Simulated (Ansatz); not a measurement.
System: C$_{2}$H$_{2}$Cl, net charge 0, doublet state. It need not be the lowest isomer of its formula. SMILES: [CH]=CCl
Structure (B3LYP-D3(BJ)/def2-TZVP (Ansatz, a program for electronic structure) minimum search):
```xyz
5

C     -0.1833     0.8222    -0.0020
C      0.9594     1.4291    -0.0049
Cl    -0.3251    -0.9452     0.0029
H     -1.1502     1.3059    -0.0022
H      2.0196     1.2545    -0.0056
```
Charge 0, spin multiplicity 2.

Parts of the frozen-core correlation energy in 6-31G (Ansatz, hartree). Frozen orbitals: 7; correlated occupied orbitals by spin: 9 and 8; virtual: 19 and 20. Open shells are spin-unrestricted. No spin-orbit coupling. No relativistic terms.

```json
[
 {"term": "reference (HF)", "value": "-536.24014"},
 {"term": "MP2 opposite-spin", "value": "___"},
 {"term": "MP2 same-spin", "value": "___"},
 {"term": "CCSD correlation", "value": "-0.22173"},
 {"term": "(T)", "value": "___"},
 {"term": "T1 diagnostic", "value": "0.039"},
 {"term": "largest doubles amplitude", "value": "0.111"},
 {"term": "<S^2> of the reference", "value": "1.015"}
]
```

Task: Some entries are withheld; supply them.

Result: 
- MP2 opposite-spin, value: -0.13882
- MP2 same-spin, value: -0.04398
- (T), value: -0.00631
